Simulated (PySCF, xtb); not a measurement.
C₂H₃, SMILES [CH]=C (connectivity only; charge and spin as stated), charge +1, multiplicity 1.

GFN2-xTB (xtb 6.7.1) at its own geometry gives an orbital gap of 3.70 eV.

Geometry: B3LYP-D3(BJ)/def2-TZVP. The spin state was assumed, not searched. The isomer is the one that the SMILES or the coordinates give; other isomers of the formula were not compared.

### Question
What does B3LYP/def2-TZVPD (PySCF) give? (The exact figures need the calculation; the answer reports its results.)

### Answer
gap 5.34 eV (levels -16.67 and -11.33 eV).
